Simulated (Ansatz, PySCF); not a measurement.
Species, as SMILES: FC(F)=C(F)F.
Geometry (B3LYP-D3(BJ)/def2-TZVP, fixed):
```xyz
6

C      0.0032     0.0064     0.6604
C     -0.0032    -0.0064    -0.6604
F      0.0249     1.1143     1.3758
F     -0.0115    -1.0873     1.3975
F      0.0115     1.0873    -1.3975
F     -0.0249    -1.1143    -1.3758
```
Charge 0, spin multiplicity 1.

Near-linear dependence at PBE0/aug-pcseg-2 with PySCF (spherical functions, density fitting): canonical orthogonalisation drops combinations whose overlap eigenvalue lies under the threshold. The set has 276 functions.

| threshold | orbitals kept | energy minus last row (mEh) |
|---|---|---|
| 1e-3 | ___ | ___ |
| 1e-4 | ___ | ___ |
| 1e-5 | ___ | ___ |
| 1e-6 | 276 | 0.000 |
| 1e-7 | 276 | 0.000 |
| 1e-9 | 276 | 0.000 |

Question: Some entries are withheld; supply them.

Answer: 
- 1e-3, orbitals kept: 261
- 1e-3, energy minus last row (mEh): 0.409
- 1e-4, orbitals kept: 269
- 1e-4, energy minus last row (mEh): 0.060
- 1e-5, orbitals kept: 274
- 1e-5, energy minus last row (mEh): 0.015

The smallest overlap eigenvalue is 2.1e-06. Ansatz (an electronic-structure program) at its default drops 0 functions.
